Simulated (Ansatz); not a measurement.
Cs₂AgInCl₆ (Fm-3m, No. 225), treated with r²SCAN+SOC in Ansatz (PAW).

Numerical settings: plane-wave cutoff 560 eV, 6×6×6 k mesh, Fermi–Dirac smearing 0.01 eV, PAW data made under PBE.

Cell (measured lattice):

```xyz
10
Lattice="0.0000 5.2345 5.2345 5.2345 0.0000 5.2345 5.2345 5.2345 0.0000" Properties=species:S:1:pos:R:3 pbc="T T T"
Cs     2.6172     2.6172     2.6172
Cs     7.8517     7.8517     7.8517
In     0.0000     0.0000     0.0000
Ag     5.2345     5.2345     5.2345
Cl     2.5104     5.2345     5.2345
Cl     5.2345     2.5104     5.2345
Cl     7.9586     5.2345     5.2345
Cl     5.2345     7.9586     5.2345
Cl     5.2345     5.2345     2.5104
Cl     5.2345     5.2345     7.9586
```

Q: What does this level give for the band gap?

A: 
- band gap: 1.72 eV (on the SCF k mesh)

Note: cell and atoms aren't relaxed at this level (largest force component 0.24 eV/Å, pressure 0.7 GPa).

Cost on a shared machine: about 4 core-minutes (a rough figure).

Ansatz is a quantum-chemistry and plane-wave program.
